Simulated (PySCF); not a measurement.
## Oxygen: a sound run and one with changed settings

Sound run: O [He] 2s2 2p4, O⁺ [He] 2s2 2p3. Computed with PySCF 2.14 in cc-pVDZ, with the non-relativistic Hamiltonian (point nucleus). The sound run starts from symmetry-adapted Hartree-Fock orbitals and uses a fine grid where one is needed.

Changed run: radial step 0.5 in ln r (0.13 in the sound run). This setting is unsound on purpose.

| species | method | sound run (hartree) | changed run (hartree) | converged |
| --- | --- | --- | --- | --- |
| O | UHF | -74.79217 | -74.79217 | yes |
| O | PBE | -74.98142 | -74.98626 | yes |
| O | r2SCAN | -75.03222 | -75.03295 | yes |
| O⁺ | UHF | -74.35247 | -74.35247 | yes |
| O⁺ | PBE | -74.47459 | -74.47540 | yes |
| O⁺ | r2SCAN | -74.53453 | -74.53099 | yes |

Ionisation energy of O:

```csv
method,sound run (eV),changed run (eV)
UHF,11.965,11.965
PBE,13.792,13.901
r2SCAN,13.543,13.659
```

A coarse radial grid mis-integrates the density and the exchange-correlation energy, with errors of either sign; Hartree-Fock needs no grid.

For comparison, NIST gives 13.618 eV between the lowest levels.
